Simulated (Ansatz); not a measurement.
Cost and result for the atomization energy of `NC(N)=CO` (11 atoms, 10 bonds).

```xyz
11

N    -1.393   -0.216    0.013
C    -0.012   -0.225   -0.189
N     0.497   -1.344   -0.862
C     0.783    0.787    0.168
O     0.306    1.776    1.010
H    -1.729   -1.044    0.487
H    -1.685    0.618    0.506
H    -0.218   -1.880   -1.328
H     1.106   -1.927   -0.311
H     1.826    0.822   -0.125
H     0.521    2.632    0.631
```

Charge 0, multiplicity 1. All single points use the PBE0-D4/def2-TZVP geometry. It is one conformer, not always the lowest. Program: Ansatz. All runs use 4 threads of an Arm Neoverse V2 on a shared host. Times are those of one run each, without the atoms' runs, and a repeat can differ threefold. Electronic energies, without spin–orbit coupling; frozen cores. CCSD(T)/CBS adds CCSD(T) − MP2 in def2-TZVPP to the MP2 limit, and its time is that of the two runs behind it. T1 = 0.012. B3LYP takes the VWN-RPA correlation (the form of Gaussian; ORCA's B3LYP/G).

CCSD(T)/CBS is a level of theory with its own doubt, some kJ/mol a heavy atom from the limit and from the frozen cores, so smaller differences don't rank the functionals.

```tsv
level	functions	atomization (kcal/mol)	difference from CCSD(T)/CBS	per bond
B2PLYP/def2-TZVPP	239	999.1	-8.3	-0.8
PBE0-D4/def2-TZVPP	239	1015.4	8.0	0.8
CCSD(T)/def2-TZVPP	239	974.1	-33.3	-3.3
MP2/def2-QZVPP	465	1014.9	7.5	0.8
r2SCAN-D4/def2-TZVPP (with forces)	239	1007.1	-0.3	0.0
ωB97M-V/def2-TZVPP (with forces)	239	1013.9	6.5	0.7
CCSD(T)/CBS(def2)	–	1007.4	0.0	0.0
ωB97X-V/def2-TZVPP	239	1011.5	4.1	0.4
B3LYP-D4/def2-TZVPP (with forces)	239	1013.5	6.1	0.6
PBE-D4/def2-TZVPP (with forces)	239	1047.1	39.7	4.0
```

Question: Order the runs by time, with rough figures. (An estimate is asked.)

Answer: Computed: PBE0-D4/def2-TZVPP 1.6 s; PBE-D4/def2-TZVPP (with forces) 1.6 s; B3LYP-D4/def2-TZVPP (with forces) 2.5 s; r2SCAN-D4/def2-TZVPP (with forces) 2.9 s; B2PLYP/def2-TZVPP 3.4 s; ωB97X-V/def2-TZVPP 4.6 s; ωB97M-V/def2-TZVPP (with forces) 6.5 s; MP2/def2-QZVPP 14 s; CCSD(T)/def2-TZVPP 94 s; CCSD(T)/CBS(def2) 110 s.

The D4 term adds +6.8 kcal/mol with B3LYP and +3.6 kcal/mol with PBE0; it sums over pairs of atoms, weighted by their polarisabilities, and B3LYP, whose exchange is more repulsive, gets the larger term. In def2-TZVPP, CCSD(T) changes the Hartree–Fock value by +307.3 kcal/mol (the triples alone add +19.3 kcal/mol) and MP2 by +328.3 kcal/mol; breaking electron pairs costs correlation energy, which Hartree–Fock lacks. From PBE to PBE0 (25 % exact exchange), in def2-TZVPP and without D4, the atomization energy moves by −31.0 kcal/mol: exact exchange takes away binding that semilocal exchange gives to molecules.
